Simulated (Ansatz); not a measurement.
Task: an active-space calculation of CH2S, SMILES C=S, with Ansatz's Python interface. Give the script and its output. Level of theory (for the species named): Hartree-Fock, cc-pVDZ basis, multiplicity 1.

```
atom    x (Å)    y (Å)    z (Å)
   C  -0.0674  -0.0882  -0.0338
   S   1.3628   0.4619   0.5313
   H  -1.0201  -0.1907   0.5985
   H  -0.2198  -0.2433  -1.1163
```

`cas.py`:
```python
"""Static correlation in CH2S: natural occupations of an active space."""

import warnings

import ansatz
from ase import Atoms

BASIS_SET = "cc-pVDZ"


def main() -> None:
    warnings.simplefilter("ignore", ansatz.DeckWarning)

    atoms = Atoms(["C", "S", "H", "H"], positions=[
        (-0.0674, -0.0882, -0.0338),
        (1.3628, 0.4619, 0.5313),
        (-1.0201, -0.1907, 0.5985),
        (-0.2198, -0.2433, -1.1163),
    ])
    mol = ansatz.Crystal.molecule_from_ase(atoms)

    base = mol.calculation()
    base = base.basis(gaussian=BASIS_SET)
    base = base.correlation(active_electrons=4, active_orbitals=4)
    for method in [None, "sc_nevpt2", "fic_mrcisd_q"]:
        data = (base if method is None else base.correlation(method)).run(threads=1).report
        space = data["configurations"]
        state = space["states"][0]
        print(method or "casscf", f"total {data['free_energy_ev'] / 27.211386246:.6f} Ha, active-space state {state['energy']['hartree']:.6f} Ha, mean field {data['reference_energy_ev'] / 27.211386246:.6f} Ha")
        print("  determinants", state["n_determinants"], " natural occupations", [round(n, 3) for n in space["natural_occupations"]])
    print("effectively unpaired electrons, sum of min(n, 2 - n):", round(sum(min(n, 2 - n) for n in space["natural_occupations"]), 3))


if __name__ == "__main__":
    main()
```

```console
$ python cas.py
casscf total -436.581853 Ha, active-space state -436.581853 Ha, mean field -436.524781 Ha
  determinants 36  natural occupations [1.974, 1.906, 0.094, 0.026]
sc_nevpt2 total -436.791559 Ha, active-space state -436.581829 Ha, mean field -436.524781 Ha
  determinants 36  natural occupations [1.974, 1.906, 0.094, 0.026]
fic_mrcisd_q total -436.831460 Ha, active-space state -436.581829 Ha, mean field -436.524781 Ha
  determinants 36  natural occupations [1.974, 1.906, 0.094, 0.026]
effectively unpaired electrons, sum of min(n, 2 - n): 0.24
```

Reading the output:
- Total energies depend on the basis set; only differences at equal settings carry meaning.
- The geometry is a force-field or estimated start, not a minimum of this method, and the basis set is short of its limit. The active space starts as a window about the frontier orbitals and is then optimised, not chosen by chemistry.
- Timing: 1.9 s on 1 thread of Arm Neoverse V2, with other jobs on the host, peak memory 0.17 GiB.
